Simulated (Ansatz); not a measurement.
**AlH6NO (built from SMILES O.[NH2][AlH2]): a saddle search**

Does the minimum-mode search get back to a saddle from here?

Computed with Ansatz 0.2.0, Gaussian basis. Level: PBE0-D4/def2-mTZVP.

## Step 1: The starting structure

The start, a known saddle point with all atoms moved at random by about 0.06 Å a coordinate: 9 atoms, charge 0, spin multiplicity 1.

Atoms are counted from 1 here; the program's logs count them from 0.

Bond lengths: Al1–N2 1.885 Å, Al1–H3 1.507 Å, Al1–H4 1.517 Å, Al1–O6 1.944 Å, N2–H7 1.074 Å, N2–H8 0.944 Å, H5–O6 1.169 Å, O6–H9 1.055 Å. Angles: N2–Al1–H3 112.9°, N2–Al1–H4 115.3°, N2–Al1–O6 77.2°, H3–Al1–H4 124.3°, H3–Al1–O6 104.5°, H4–Al1–O6 111.6°, Al1–N2–H7 123.2°, Al1–N2–H8 122.1°, H7–N2–H8 105.6°, Al1–O6–H5 75.7°, Al1–O6–H9 120.7°, H5–O6–H9 115.8°.

Coordinates:

```tsv
atom	x (Å)	y (Å)	z (Å)
Al1	-0.2423	-0.7515	0.5943
N2	-0.4941	1.0350	0.0484
H3	-1.4174	-1.6364	0.2677
H4	0.6641	-0.9413	1.7959
H5	0.2964	0.4022	-0.9540
O6	0.7732	-0.6598	-1.0602
H7	-0.1158	1.8768	0.5970
H8	-1.2984	1.3306	-0.3469
H9	1.8280	-0.6939	-1.0469
```

## Step 2: The search

run/in.yaml reads:

```yaml
crystal:
  periodic: [false, false, false]
  atoms:
    - {symbol: Al, position_ang: [-0.242278, -0.751526, 0.594344]}
    - {symbol: N, position_ang: [-0.494085, 1.034998, 0.048359]}
    - {symbol: H, position_ang: [-1.417449, -1.636399, 0.267732]}
    - {symbol: H, position_ang: [0.664080, -0.941288, 1.795897]}
    - {symbol: H, position_ang: [0.296378, 0.402221, -0.953963]}
    - {symbol: O, position_ang: [0.773220, -0.659808, -1.060214]}
    - {symbol: H, position_ang: [-0.115782, 1.876835, 0.597005]}
    - {symbol: H, position_ang: [-1.298438, 1.330589, -0.346872]}
    - {symbol: H, position_ang: [1.827962, -0.693864, -1.046876]}
basis:
  gaussian: {orbitals: def2-mTZVP}
hamiltonian: {xc: pbe0, dispersion: d4}
saddle:
  f_tol: 0.02
  max_steps: 40
  mode_guess:
    - [0.2467, -0.1949, -0.1886]
    - [0.1134, -0.0008, -0.1817]
    - [-0.0128, 0.0472, 0.0580]
    - [-0.0082, -0.0945, 0.0245]
    - [-0.4732, 0.5949, 0.3471]
    - [0.0269, -0.1963, 0.1599]
    - [0.0245, 0.0052, -0.1035]
    - [0.0524, -0.0403, -0.0995]
    - [0.0303, -0.1206, -0.0161]
```

Started as:

```bash
ansatz run in.yaml --threads 2 --pin off --events-out ev --progress --plain --max-ram 4352MiB
```

Standard output:

```text
Functional definition: PBE0
  name "PBE0"
  cite "Adamo & Barone, J. Chem. Phys. 110, 6158 (1999) doi:10.1063/1.478522"
  cite "Perdew, Burke & Ernzerhof, Phys. Rev. Lett. 77, 3865 (1996) doi:10.1103/PhysRevLett.77.3865"
  parent pbe
  parameter a = 0.25
  parameter kappa = 0.804
  parameter beta = 0.06672455060314922
  exchange = (1 - a)*pbe_x(kappa = kappa, mu = beta*pi^2/3) + a*exact_x
  correlation = pbe_c(beta = beta)
826 factors; integrals over basis functions are off by at most 5.7e-4 eV
mean field evaluation 1: about -10217.6074 eV, gradient 7.1e1 eV
mean field evaluation 2: about -10205.3642 eV, gradient 1.0e2 eV
mean field evaluation 4: about -10226.3297 eV, gradient 4.9e0 eV
mean field evaluation 8: about -10226.4058 eV, gradient 5.6e-2 eV
mean field -10226.40580265 eV, -375.8134815406 hartree, gradient 8.3e-5 eV, S^2 0.000000; 0 other end points of the search recorded, 0 dependent functions left out
the calculation of the forces begins
reference -10226.40583457 eV, -375.8134827135 hartree; 17, 17 occupied and 66, 66 virtual orbitals, 826 factors
[... from here to the last solve, the lines of the solves are left out (74 solves) ...]
saddle step   1: F+E_penalty+E_count = -10226.51004513 eV  max|allowed force component| = 3.629e0 eV/Å  curvature = -7.7316 eV/Å²  mode residual = 3.62e0 eV/Å²  Δτ_max = 0.0000 Å  (1 rotations, 3 force calls, 59 SCF iters)  cluster: 3 rotations left out, max|force component along them| = 5.433e-7 eV/Å
saddle step   2: F+E_penalty+E_count = -10226.92414099 eV  max|allowed force component| = 1.534e0 eV/Å  curvature = -7.2826 eV/Å²  mode residual = 3.74e0 eV/Å²  Δτ_max = 0.2000 Å  (1 rotations, 3 force calls, 73 SCF iters)  cluster: 3 rotations left out, max|force component along them| = 7.181e-7 eV/Å
saddle step   3: F+E_penalty+E_count = -10227.03710427 eV  max|allowed force component| = 6.290e-1 eV/Å  curvature = -7.0769 eV/Å²  mode residual = 1.22e0 eV/Å²  Δτ_max = 0.0994 Å  (1 rotations, 3 force calls, 73 SCF iters)  cluster: 3 rotations left out, max|force component along them| = 7.015e-7 eV/Å
saddle step   4: F+E_penalty+E_count = -10227.05338246 eV  max|allowed force component| = 4.089e-1 eV/Å  curvature = -6.5156 eV/Å²  mode residual = 1.65e0 eV/Å²  Δτ_max = 0.0132 Å  (1 rotations, 3 force calls, 67 SCF iters)  cluster: 3 rotations left out, max|force component along them| = 7.299e-7 eV/Å
saddle step   5: F+E_penalty+E_count = -10227.07726932 eV  max|allowed force component| = 1.593e-1 eV/Å  curvature = -4.8381 eV/Å²  mode residual = 1.88e0 eV/Å²  Δτ_max = 0.0477 Å  (1 rotations, 3 force calls, 66 SCF iters)  cluster: 3 rotations left out, max|force component along them| = 8.108e-7 eV/Å
saddle step   6: F+E_penalty+E_count = -10227.07811982 eV  max|allowed force component| = 1.693e-1 eV/Å  curvature = -4.9427 eV/Å²  mode residual = 8.73e-1 eV/Å²  Δτ_max = 0.0154 Å  (1 rotations, 3 force calls, 75 SCF iters)  cluster: 3 rotations left out, max|force component along them| = 8.202e-7 eV/Å
saddle step   7: F+E_penalty+E_count = -10227.07887784 eV  max|allowed force component| = 3.214e-2 eV/Å  curvature = -5.1182 eV/Å²  mode residual = 1.17e0 eV/Å²  Δτ_max = 0.0040 Å  (1 rotations, 3 force calls, 67 SCF iters)  cluster: 3 rotations left out, max|force component along them| = 8.328e-7 eV/Å
saddle step   8: F+E_penalty+E_count = -10227.07920700 eV  max|allowed force component| = 3.676e-2 eV/Å  curvature = -5.3406 eV/Å²  mode residual = 5.91e-1 eV/Å²  Δτ_max = 0.0080 Å  (1 rotations, 3 force calls, 66 SCF iters)  cluster: 3 rotations left out, max|force component along them| = 8.190e-7 eV/Å
saddle step   9: F+E_penalty+E_count = -10227.07937410 eV  max|allowed force component| = 3.670e-2 eV/Å  curvature = -5.5080 eV/Å²  mode residual = 7.66e-1 eV/Å²  Δτ_max = 0.0092 Å  (1 rotations, 3 force calls, 67 SCF iters)  cluster: 3 rotations left out, max|force component along them| = 8.273e-7 eV/Å
saddle step  10: F+E_penalty+E_count = -10227.07925900 eV  max|allowed force component| = 3.511e-2 eV/Å  curvature = -5.6324 eV/Å²  mode residual = 4.04e-1 eV/Å²  Δτ_max = 0.0080 Å  (1 rotations, 3 force calls, 67 SCF iters)  cluster: 3 rotations left out, max|force component along them| = 8.285e-7 eV/Å
saddle search: the force at step 11 is within saddle.f_tol, and the search now checks the order of the point unasked, as it does wherever a lone molecule whose rigid rotations it leaves out would converge (saddle.isolated_cluster): at most 100 rotations across the mode and 202 force calls, two more next to a line or behind a second negative curvature, two more where it reads a positive, two for each turn that reads one and six more at each negative that it reads, and up to 22 at one that stands (24 where saddle.amplitude is under 0.005 Å), over each length that the point is read over (saddle.order_check: false declines the check)
saddle search: the rotation starts from a random direction (saddle.seed = 0)
826 factors; integrals over basis functions are off by at most 6.1e-4 eV
mean field -10226.97594493 eV, -375.8344338829 hartree, gradient 5.5e-6 eV, S^2 0.000000; 1 other end points of the search recorded, 0 dependent functions left out
the calculation of the forces begins
reference -10226.97597660 eV, -375.8344350467 hartree; 17, 17 occupied and 66, 66 virtual orbitals, 826 factors
saddle step  11: F+E_penalty+E_count = -10227.07942801 eV  max|allowed force component| = 3.318e-3 eV/Å  curvature = -5.2908 eV/Å² (error put at 0.0082; -5.2988 at half of saddle.amplitude)  mode residual = 4.69e-1 eV/Å²  Δτ_max = 0.0046 Å  (1 rotations, 45 force calls, 659 SCF iters)  order check (unasked): positive, curvature across the mode = +0.5489 eV/Å²; +0.4153 less its residual, +0.4148 less it at half of saddle.amplitude; error put at 0.0004 (34 force calls)  cluster: 3 rotations left out, max|force component along them| = 8.720e-7 eV/Å
Total energy: -10227.07945968 eV, -375.8382379798 hartree
Atom 0 at    -0.248099    -0.763460     0.545213 Å, force     0.000353     0.000095     0.002247 eV/Å
Atom 1 at    -0.489075     1.059169     0.014458 Å, force    -0.000404    -0.001975    -0.001477 eV/Å
Atom 2 at    -1.513125    -1.693149     0.306782 Å, force    -0.001976    -0.001596    -0.000548 eV/Å
Atom 3 at     0.749822    -0.930112     1.778257 Å, force     0.000492     0.001117     0.001805 eV/Å
Atom 4 at     0.412766     0.423322    -0.897456 Å, force    -0.000576     0.000557    -0.000117 eV/Å
Atom 5 at     0.800152    -0.637293    -1.065552 Å, force    -0.002179    -0.001335    -0.000962 eV/Å
Atom 6 at    -0.106391     1.808277     0.579174 Å, force    -0.002097    -0.000289     0.001431 eV/Å
Atom 7 at    -1.372772     1.373814    -0.368909 Å, force     0.003069     0.002525    -0.000144 eV/Å
Atom 8 at     1.760331    -0.678811    -0.996556 Å, force     0.003318     0.000900    -0.002235 eV/Å
Dipole moment:     0.250325     0.489014    -0.150528 e Å
```

Run time: 84 s. Hardware: 2 threads of Arm Neoverse V2, shared host.

Relaxation path:

```tsv
step	energy from step 1 (eV)	largest force component (eV/Å)
1	0.0000	3.6293
2	-0.4141	1.5339
3	-0.5271	0.6290
4	-0.5433	0.4089
5	-0.5672	0.1593
6	-0.5681	0.1693
7	-0.5688	0.0321
8	-0.5692	0.0368
9	-0.5693	0.0367
10	-0.5692	0.0351
11	-0.5694	0.0033
```

Distances of close pairs at the start and the end, largest changes first:

```tsv
bond	before (Å)	after (Å)	change (Å)
O6–H9	1.055	0.964	-0.092
Al1–H3	1.507	1.588	+0.081
Al1–H4	1.517	1.595	+0.078
N2–H8	0.944	1.013	+0.070
N2–H7	1.074	1.013	-0.061
Al1–N2	1.885	1.914	+0.029
H5–O6	1.169	1.142	-0.027
Al1–O6	1.944	1.926	-0.018
```

## Step 3: What came out

```
                  quantity         value
                     steps            11
             energy change  -54.9 kJ/mol
        last largest force   0.0033 eV/Å
       RMSD from the start       0.085 Å
RMSD from the known saddle       0.021 Å
```

**Reading.** It converged in 11 steps at a force tolerance of 0.02 eV/Å. It is back at the known saddle, up to the shift that another level brings.
